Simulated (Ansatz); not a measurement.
Two isomers of C3H4FN: A = `NC=C=CF`, B = `NC1=C(F)C1`.

Gas-phase electronic energies from Ansatz, PBE0-D4/def2-TZVP geometries. CCSD(T)/CBS adds triple-zeta CCSD(T) − MP2 to the extrapolated MP2 energy (def2 sets, frozen cores). DFT in def2-TZVPP. B3LYP here is the variant with VWN-RPA as its local correlation; programs differ in this. Each species was taken in one conformer, which may not be the lowest.

Problem. Which is lower in electronic energy at CCSD(T)/CBS, and by how much? (An estimate is asked.)

Solution. The calculation gave: A, by 22.3 kcal/mol.

Problem. Give E(B) − E(A) in kcal/mol with PBE-D4, ωB97M-V, B3LYP-D4, PBE0-D4, B2PLYP, r2SCAN-D4, BLYP-D4. (Estimate.)

Solution. The calculation gave: PBE-D4 21.1, ωB97M-V 21.7, B3LYP-D4 25.1, PBE0-D4 19.2, B2PLYP 23.7, r2SCAN-D4 22.6, BLYP-D4 27.1. None reverses the order clearly.

Problem. Does the order hold for the free energy at 298.15 K (harmonic terms from PBE0-D4)? (Best estimate.)

Solution. Ansatz gave: Yes: G(B) − G(A) = +22.8 kcal/mol, for one conformer each.

Largest T1 diagnostic: 0.013.

From r2SCAN to r2SCAN0 (25 % exact exchange), in def2-TZVPP and without D4, E(B) − E(A) moves by −2.3 kcal/mol. Leaving LDA and LC-ωPBE aside and taking each functional with its dispersion term where it has one, the values, not all of them listed here, spread over 9.1 kcal/mol, from PBE-QIDH to BLYP-D4. LDA lies −2.8 kcal/mol from PBE without D4.
